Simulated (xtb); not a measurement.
C2H7N, charge +1, quartet, geometry from GFN2-xTB of the parent state (a state made from the parent by changing its charge; the spin is typed, not shown lowest).

Input for xtb:
```
$ xtb mol.xyz --gfn 2 --chrg 1 --uhf 3 --json

# file mol.xyz
10

C      1.21347580    -0.33489211    -0.00053948
C     -0.01511352     0.57959694    -0.00065065
N     -1.29044637    -0.11469946     0.00111158
H      2.12582993     0.25587901    -0.00190763
H      1.21478843    -0.97056086     0.88382899
H      1.21344556    -0.97257980    -0.88345425
H      0.00625613     1.22117055    -0.88594093
H      0.00760037     1.22319154     0.88313798
H     -1.36186295    -0.71028181     0.82013011
H     -1.36310650    -0.71215141    -0.81643455
```

Question: Estimate the total energy that GFN2-xTB in xtb returns for this input.

Answer: -9.761901 Ha

Question: Estimate the partial charges in atom order that GFN2-xTB returns for this input.

Answer: C1 -0.11, C2 -0.07, N3 -0.20, H4 0.12, H5 0.19, H6 0.19, H7 0.24, H8 0.24, H9 0.21, H10 0.21
